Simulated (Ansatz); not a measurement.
Diamond-structure Si was calculated with B3LYP (VWN-RPA form) in Ansatz (plane waves, PAW).

Numerical settings: plane-wave cutoff 520 eV, 8×8×8 k mesh, finite displacements, scalar-relativistic PAW data made under PBE.

Computed at the level's own relaxed cell.

```xyz
2
Lattice="0.0000 2.7429 2.7429 2.7429 0.0000 2.7429 2.7429 2.7429 0.0000" Properties=species:S:1:pos:R:3 pbc="T T T"
Si     2.7429     2.7429     2.7429
Si     4.1144     4.1144     4.1144
```

Harmonic phonon frequencies (cm⁻¹; i marks an imaginary mode):

```
q point              frequencies
-------  -----------------------
Γ                     (withheld)
X        174 174 413 413 448 448
L        129 129 392 401 485 485
```

Q: Some entries are withheld; supply them.

A: 
- Γ, frequencies: 0 0 0 517 517 517

Measured, for comparison: zone-centre TO phonon frequency 525 cm⁻¹ (low temperature, zero-point motion not removed; as tabulated in Tanner et al. (2021), arXiv:2110.11888). Computed (rounded) less measured: zone-centre TO phonon frequency -2 %.

No imaginary mode appears at these points.

Ansatz is a quantum-chemistry and plane-wave program.
